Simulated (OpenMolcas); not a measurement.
## BHCl (SMILES [BH]Cl): the energy, rung by rung

The species is BHCl (3 atoms), meant as a doublet with charge 0. As SMILES, `[BH]Cl`. The shape is that of a GFN2-xTB optimisation.

```xyz
3

B     0.0655   -0.4734   -0.0225
Cl    0.9007    0.8287    0.5852
H    -0.9662   -0.3553   -0.5627
```

Each level gives the energy change with the B1–H3 bond stretched from 1.171 to 2.926 Å (eV). The values are calculated.

| level | kind | program | value (eV) | less FCI/STO-3G |
| --- | --- | --- | --- | --- |
| ROHF/STO-3G | Hartree–Fock | OpenMolcas | 4.29 | +0.51 |
| USVWN5/STO-3G | LDA | OpenMolcas | 4.95 | +1.17 |
| UPBE/STO-3G | GGA | OpenMolcas | 4.46 | +0.68 |
| U-r2SCAN/STO-3G | meta-GGA | OpenMolcas | 4.60 | +0.82 |
| UB3LYP/STO-3G | global hybrid | OpenMolcas | 4.51 | +0.73 |
| CASSCF(3,3)/STO-3G | multireference | OpenMolcas | 3.85 | +0.07 |
| ROCCSD(T)/STO-3G | coupled cluster or CI | OpenMolcas | 3.83 | +0.05 |
| FCI/STO-3G | exact in the basis | OpenMolcas | 3.78 | 0.00 |

FCI/STO-3G is exact within its basis and frozen core, so for wave-function methods in that basis the difference is their error; functionals converge differently with the basis, so for them it is only a difference. The first shape isn't each level's own minimum. The values span 3.78 to 4.95 eV. Spin contamination of the reference (⟨S²⟩ at least 0.1 too high) touches U-r2SCAN/STO-3G. All rows use very small basis sets, so even the best lies far from the true value.
